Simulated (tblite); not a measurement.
Species: C4H3N2 (doublet state).
Cartesian coordinates in Å at the GFN2-xTB level; atoms count from 1:
```
atom  x, y, z in Å
C1    -1.1094    1.5989   -0.0761
C2    -0.6533    0.3965   -0.0381
C3    -1.0521   -1.0004   -0.0352
N4     0.1288   -1.5460    0.0254
C5     0.7683   -0.2716    0.0352
N6     1.9046    0.2026    0.0793
H7    -0.6642    2.5677   -0.0706
H8    -2.0018   -1.5058   -0.0694
H9     2.6927   -0.4359    0.1245
```

Structure optimised with GFN2-xTB, isolated species. This method treats the open shell by occupation alone, without spin polarisation.

Masses are those of the commonest isotopes; rigid-rotor values at the optimised geometry. 

(1) Give the principal moments of inertia and the rotational constants in MHz.

(2) What kind of rotor is it?

(3) What does the inertial defect say?

Answers

(1) Ia = 81.73, Ib = 108.88, Ic = 190.61 u·Å²; 505379 MHz·u·Å²/I gives A = 6184, B = 4642, C = 2651 MHz.

(2) An asymmetric top: κ = (2 × 4642 − 6184 − 2651)/(6184 − 2651) = 0.13.

(3) Planar: Δ = Ic − Ia − Ib = 0.00 u·Å². For a rigid frame Δ = −2 Σ m c², so it vanishes when all atoms lie in the ab plane; here none is more than 0.01 Å from it.

For this open shell read J as N, the rotation without spin; fine and hyperfine splittings come on top. Its GFN2-xTB frequencies are all real (lowest 114 cm⁻¹). Zero-point vibration and centrifugal distortion are left out.

The run took 0.13 s wall on one thread, Arm Neoverse V1 (aarch64), shared host. These figures are those of the optimisation.

These are computed values.
